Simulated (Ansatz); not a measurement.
We consider hcp Co, described by PBEsol (Ansatz, a first-principles code, plane waves, PAW).

A relaxed, unreconstructed slab of the (0001) face has 8 atoms, two equal faces of 5.225 Å² each and an energy of -40742.2956 eV. A bulk cell of 2 atoms with the same orientation and in-plane k mesh has -10185.9884 eV. Energies are extrapolated to zero smearing.

Settings: plane-wave cutoff 500 eV, 30×30×1 k mesh (along the axes of the cell as run), Fermi–Dirac smearing 0.1 eV, spin-polarised with parallel moments, scalar-relativistic PAW data made under PBE.

Worked out: γ = (E_slab − N E_bulk per atom)/2A = [-40742.2956 − 8 × (-10185.9884/2)]/(2 × 5.225) = 0.1587 eV/Å². With 16.022 J/m² per eV/Å² this is 2.54 J/m², or 0.83 eV per surface cell and face.

Note: a magnet's gap depends somewhat on the PAW data.
